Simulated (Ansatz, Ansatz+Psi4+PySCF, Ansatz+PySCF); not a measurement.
| atom | x (Å) | y (Å) | z (Å) |
| --- | --- | --- | --- |
| Cl | 0.0000 | 0.0000 | 0.0711 |
| H | 0.0000 | 0.0000 | -1.2089 |

Basis set: cc-pVTZ on H; cc-pV(T+d)Z on Cl (spherical functions). Left uncorrelated: 5 orbitals. Charge 0, multiplicity 1.

Computed with Ansatz (development build ahead of 0.2.0); free ground-state atoms in the same class of orbitals, no zero-point energy, no relativity.

The atomization energy of singlet HCl from measured heats of formation, zero-point and thermal terms removed is 4.616 eV (G2/97 set, Curtiss et al., J. Chem. Phys. 106, 1063 (1997), as shipped with ASE); it holds spin-orbit and other relativistic effects.

(1) How far do RHF-CCSD(T), UHF-MP2, RHF-MP2 miss it in this basis?

Answers

(1)

| method | atomization energy (eV) | computed − measured (eV) |
| --- | --- | --- |
| RHF-CCSD(T) | 4.529 | -0.087 |
| UHF-MP2 | 4.549 | -0.067 |
| RHF-MP2 | 4.521 | -0.095 |
